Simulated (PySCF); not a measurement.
tetrafluoroethylene (C₂F₄), SMILES FC(F)=C(F)F.

Geometry: B3LYP-D3(BJ)/def2-SVP.

Computed with PBE/def2-TZVP (PySCF).

Gas-phase values at a fixed geometry.

### Question
Estimate the frontier levels, gap, dipole moment and polarisability. (The exact figures need the calculation; the answer reports its results.)

### Answer

```
Quantity                                                                                                        Value
---------------------------------------------------------------------------------------------  ----------------------
highest occupied level                                                                                       -6.06 eV
lowest empty level                                                                                           -0.31 eV
orbital gap                                                                                                   5.75 eV
dipole moment                                                                                               0.000 e·Å
quadrupole, principal values (traceless, Buckingham form, about the centre of nuclear charge)  -1.25, -1.02, 2.28 D·Å
mean static polarisability                                                                       27.6 bohr³ (4.09 Å³)
polarisability, principal values                                                               18.7, 27.8, 36.3 bohr³
```
